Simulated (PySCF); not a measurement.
# C5H8: the cost of one run

The runs use PySCF 2.14.0, with density-fitted response routines of our own; the level of theory stands in each step. All values are computed, except where a source is named. Atoms are numbered from 0 throughout.

### 1 The molecule as given

13 atoms, charge 0, multiplicity 1; geometry from: GFN2-xTB. The atoms were then displaced at random by about 0.01 Å, so the start is not that level's minimum.

Bonds of the start (Å): C0–C1 1.35, C1–C2 1.51, C2–C3 1.46, C3–C4 1.35, C0–H5 1.04, C0–H6 1.09, C1–H7 1.09, C2–H8 1.06, C2–H9 1.10, C3–H10 1.09, C4–H11 1.06, C4–H12 1.10.

### 2 Relaxing the molecule at PBE0-D3(BJ)/def2-TZVP

What the job is given:

```
{"job": {"xc": "PBE0", "basis": "def2-TZVP", "d3": "d3bj", "grid": 2, "shake": 0.01, "kind": "geom"}, "charge": 0, "multiplicity": 1}
C      2.317790     0.139170     0.432030
C      1.145950     0.447570    -0.161860
C      0.035340    -0.541710    -0.424410
C     -1.150070    -0.148080     0.331700
C     -2.334970     0.159260    -0.241560
H      2.526660    -0.830300     0.755060
H      3.065160     0.908000     0.600230
H      0.951730     1.469010    -0.484670
H     -0.165710    -0.566620    -1.466840
H      0.378520    -1.534420    -0.083650
H     -1.084250    -0.126390     1.420810
H     -2.455050     0.149620    -1.294650
H     -3.225260     0.458010     0.335940
```

Run with:

```console
$ OMP_NUM_THREADS=2 python probes_run.py task.json out
```

The driver reads the jobs from task.json and runs them one after another.

Q: Estimate the wall time and peak memory of this first job on 2 threads of Intel Xeon at 2.50GHz, shared host.

About 8.1 min, with a peak of 1 GiB.
